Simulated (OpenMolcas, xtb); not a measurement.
# A ladder of methods for AlHCl2 (SMILES [Cl][AlH][Cl])

The species is AlHCl2 (4 atoms), meant as a singlet with charge 0. SMILES: `[Cl][AlH][Cl]`. The shape comes from GFN2-xTB, which is rough for such elements, and wasn't checked as a minimum.

Quantity: the vertical energy of the triplet above the singlet, in eV. The values are calculated.

```
                             level                kind     program  value (eV)  less FCI/STO-3G  CPU time (all runs)
                          GFN2-xTB      semi-empirical         xtb        5.20            -3.79            under 2 s
                         HF/STO-3G        Hartree–Fock  OpenMolcas        9.05            +0.06                3.3 s
                      SVWN5/STO-3G                 LDA  OpenMolcas        7.62            -1.37                9.1 s
                        PBE/STO-3G                 GGA  OpenMolcas        7.61            -1.38                 12 s
                     r2SCAN/STO-3G            meta-GGA  OpenMolcas        7.87            -1.12                 13 s
                      B3LYP/STO-3G       global hybrid  OpenMolcas        8.04            -0.95                9.9 s
                     M06-2X/STO-3G     hybrid meta-GGA  OpenMolcas        8.38            -0.61                 11 s
                  MRCI(2,2)/STO-3G      multireference  OpenMolcas        9.06            +0.07                3.3 s
FCI/STO-3G, open shells restricted  exact in the basis  OpenMolcas        8.99             0.00              3.2 min
```

FCI/STO-3G, open shells restricted is exact within its basis and frozen core, so for wave-function methods in that basis the difference is their error; functionals converge differently with the basis, so for them it is only a difference. The values span 5.20 to 9.06 eV. The xTB rows lack spin polarisation, so open shells miss the exchange term that lowers them. A triplet this far above the singlet is often a Rydberg-like or dissociative state; sets without diffuse functions put Rydberg states too high. All rows use very small basis sets, so even the best lies far from the true value. Times are those of the runs behind each value, whatever else they computed, on shared processors of several kinds: orders of magnitude only.
